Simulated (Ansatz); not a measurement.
Basis-set extrapolation for AlClHS, SMILES `[SH][Al][Cl]` radical (PBE0-D4/def2-TZVP geometry, frozen core, Ansatz 0.2.0). Multiplicity 2, UHF reference.

```json
{"": "HF", "def2-TZVPP": "-1099.659825", "def2-QZVPP": "-1099.690652"}
{"": "MP2 correlation", "def2-TZVPP": "-0.415738", "def2-QZVPP": "-0.456457"}
{"": "CCSD(T) correlation", "def2-TZVPP": "-0.474460", "def2-QZVPP": "not run"}
```

Energies in hartree. Use E(X) = E(∞) + A·exp(−7.88·√X) for Hartree–Fock and E(X) = E(∞) + B·X^(−2.97) for correlation, with X = 3 and 4, and add CCSD(T) minus MP2 of the smaller set to the MP2 limit.

**Question.** What is the CCSD(T) energy at the basis-set limit?

**Answer.** HF limit: -1099.690652 + (-0.030827) × 0.13774 = -1099.69490. MP2 limit: -0.456457 + (-0.040719) × 0.74074 = -0.48662. Higher-order term: -0.474460 − (-0.415738) = -0.05872. Total: -1100.24024 hartree, 66.5 kcal/mol below CCSD(T)/def2-TZVPP.
